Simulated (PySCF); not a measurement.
**N₂⁺ at PBE0**

Computed with PBE0; N pcseg-2; no relativity (PySCF 2.14).

```json
{
 "state": "²Πu (doublet), unpaired electrons π ↑, a second solution, started from another occupation",
 "bond length": "0.1164 nm",
 "harmonic wavenumber": "2035 cm⁻¹",
 "force constant": "17.1 mdyn/Å",
 "rotational constant Be": "1.778 cm⁻¹",
 "anharmonicity ωexe": "12.2 cm⁻¹",
 "vibration–rotation constant αe": "0.0161 cm⁻¹",
 "energy of the minimum from ground-state N⁺ + N": "-7.87 eV",
 "bond order (Mayer)": "2.29"
}
```
